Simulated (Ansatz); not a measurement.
`FCC(F)Cl` + CH₄ → `CC(Cl)CF` + H–F  (formal exchange of groups at a C–F bond)

Gas-phase electronic energies from Ansatz, PBE0-D4/def2-TZVP geometries. CCSD(T)/CBS is the MP2 limit (def2-TZVPP, def2-QZVPP) plus CCSD(T) − MP2 in def2-TZVPP, frozen cores. This one scheme is used for every species. DFT in def2-TZVPP. B3LYP here is the variant with VWN-RPA as its local correlation; programs differ in this. HSE06 is defined as in plane-wave codes. One conformer a species, not always the lowest.

`FCC(F)Cl`:

Cartesian coordinates in Å:
```
F -0.342 -0.648 1.664
C -0.240 -0.690 0.294
C 0.259 0.643 -0.201
F -0.658 1.610 0.044
Cl 0.543 0.523 -1.948
H 0.463 -1.476 0.013
H -1.225 -0.895 -0.133
H 1.201 0.934 0.267
```

CH₄:

Z-matrix (Å, degrees):
```
C
H 1 1.090
H 1 1.090 2 109.5
H 1 1.090 2 109.5 3 -120.0
H 1 1.090 2 109.5 3 120.0
```

`CC(Cl)CF`:

Z-matrix (Å, degrees):
```
C
C 1 1.508
H 1 1.092 2 109.2
H 1 1.090 2 110.9 3 -119.8
H 1 1.092 2 110.7 3 119.6
Cl 2 1.792 1 110.7 3 -179.0
C 2 1.514 1 113.4 3 -59.5
H 2 1.091 1 110.9 3 63.9
F 7 1.382 2 109.0 1 61.9
H 7 1.092 2 110.9 1 -178.9
H 7 1.094 2 110.6 1 -57.2
```

H–F:

Z-matrix (Å, degrees):
```
F
H 1 0.920
```

```csv
level,ΔE (kJ/mol),difference from CCSD(T)/CBS
LDA (SPW92),-33.1,15.8
PBE-D4,-30.5,18.4
revPBE-D4,-34.7,14.2
BLYP-D4,-25.5,23.4
B97M-V,-25.5,23.4
PBE0-D4,-37.0,11.9
B3LYP-D4,-30.1,18.8
r2SCANh-D4,-30.7,18.2
r2SCAN0-D4,-34.7,14.2
HSE06-D4,-36.7,12.2
BHLYP-D4,-33.4,15.5
CAM-B3LYP-D4,-28.8,20.1
ωB97X-V,-31.7,17.2
ωB97M-V,-34.0,14.9
B2PLYP,-32.8,16.1
PBE-QIDH,-43.9,5.0
PBE,-25.8,23.1
revPBE,-22.2,26.7
BLYP,-15.4,33.5
PBE0,-32.9,16.0
B3LYP,-22.5,26.4
r2SCANh,-29.3,19.6
r2SCAN0,-33.2,15.7
HSE06,-32.9,16.0
BHLYP,-27.8,21.1
CAM-B3LYP,-24.6,24.3
LC-ωPBE,-33.5,15.4
RPA@PBE/def2-TZVPP,-39.5,9.4
HF/def2-SVP,-20.8,28.1
MP2/def2-SVP,-41.2,7.7
CCSD/def2-SVP,-33.4,15.5
CCSD(T)/def2-SVP,-33.5,15.4
MP2/def2-TZVPP,-53.5,-4.6
SCS-MP2/def2-TZVPP,-45.5,3.4
CCSD/def2-TZVPP,-42.9,6.0
HF/def2-QZVPP,-25.3,23.6
MP2/def2-QZVPP,-56.6,-7.7
SCS-MP2/def2-QZVPP,-48.7,0.2
MP2/CBS(def2),-58.6,-9.7
CCSD/CBS(def2),-47.9,1.0
CCSD(T)/CBS,-48.9,0
```

Largest T1 diagnostic among the species: 0.011.

From PBE to PBE0 (25 % exact exchange), in def2-TZVPP and without D4, ΔE moves by −7.1 kJ/mol. Leaving LDA and LC-ωPBE aside and taking each functional with its dispersion term where it has one, the values spread over 18.4 kJ/mol, from PBE-QIDH to BLYP-D4. LDA lies −7.4 kJ/mol from PBE without D4. The D4 term adds −7.6 kJ/mol with B3LYP and −4.1 kJ/mol with PBE0; it sums over pairs of atoms, weighted by their polarisabilities, and B3LYP, whose exchange is more repulsive, gets the larger term.
